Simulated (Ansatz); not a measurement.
# Step by step: NiO, relaxation of cell and atoms

Method: DFT, PBE, PAW with Ansatz's default frozen-core files, scalar-relativistic in Ansatz 0.2.0.

Command: `ansatz run input.yaml --threads 1 --pin off --max-ram 3072MiB --backend cpu --events-out ev --progress --plain --runs-dir out` The run took about 46 s on 1 thread of a shared machine.

```yaml
crystal:
  lattice:
    - [0.0, 2.2322827293, 2.2322827293]
    - [2.2322827293, 0.0, 2.2322827293]
    - [2.2322827293, 2.2322827293, 0.0]
  atoms:
    - { symbol: Ni, position: [0.0, 0.0, 0.0], spin: 1.5 }
    - { symbol: O, position: [0.5, 0.5, 0.5] }
magnetization:
  spin_polarized: true
kpoints:
  mp_grid: { grid: [16, 16, 16] }
scf:
  occupations: { method: fermi_dirac, width: 0.03 }
hamiltonian:
  xc: pbe
  pseudopotentials: { kind: paw }
output:
  forces: true
  stress: true
  write_density: true
  write_potential: true
  elf: true
  volumetric_format: npy
relax:
  f_tol: 0.005
  max_steps: 80
  cell: {}
```

Semilocal functionals without U often leave such compounds metallic or with too small a gap, and the real magnetic order may differ.

The run is spin-polarised from parallel moments and ends with 1.81 μB in the cell; other orders may lie lower.

The cell is built from the rocksalt type as a first guess.

The cutoff is 420 eV; energies and pressures of the walk include the program's estimate of the Pulay term.

Each frame lists the cell vectors (Å), then Cartesian positions (Å); symmetry keeps all forces zero. Free energies count from the first step, -6405.4177 eV.

The walk took 8 evaluations in all; steps that aren't listed are left out.

Step 1: E = 0.0 meV, P = -20.79 GPa

```
cell 0.0000 2.2323 2.2323 2.2323 0.0000 2.2323 2.2323 2.2323 0.0000
Ni    0.0000    0.0000    0.0000
O     2.2323    2.2323    2.2323
```

Step 2: E = -220.9 meV, P = -9.90 GPa

```
cell 0.0000 2.1580 2.1580 2.1580 0.0000 2.1580 2.1580 2.1580 0.0000
Ni    0.0000    0.0000    0.0000
O     2.1580    2.1580    2.1580
```

Step 3: E = -266.7 meV, P = 3.03 GPa

```
cell 0.0000 2.0984 2.0984 2.0984 0.0000 2.0984 2.0984 2.0984 0.0000
Ni    0.0000    0.0000    0.0000
O     2.0984    2.0984    2.0984
```

Step 4: E = -268.2 meV, P = -0.23 GPa

```
cell 0.0000 2.1117 2.1117 2.1117 0.0000 2.1117 2.1117 2.1117 0.0000
Ni    0.0000    0.0000    0.0000
O     2.1117    2.1117    2.1117
```

Step 5: E = -268.3 meV, P = -0.01 GPa

```
cell 0.0000 2.1108 2.1108 2.1108 0.0000 2.1108 2.1108 2.1108 0.0000
Ni    0.0000    0.0000    0.0000
O     2.1108    2.1108    2.1108
```

Step 6: E = -260.9 meV, P = -0.55 GPa (the cell of the step before, solved again on a basis chosen afresh, hence the jump)

(1) How does the relaxation end?

Results:

(1) It converges, with a = 4.217 Å, b = 4.217 Å, c = 4.217 Å, α = 90.00°, β = 90.00°, γ = 90.00° (conventional cell, space group Fm-3m). The last solve (on a basis chosen afresh for the final cell, so its energy is not quite comparable) gives E = -261.0 meV, P = 0.00 GPa:
```
cell 0.0000 2.1085 2.1085 2.1085 0.0000 2.1085 2.1085 2.1085 0.0000
Ni    0.0000    0.0000    0.0000
O     2.1085    2.1085    2.1085
```
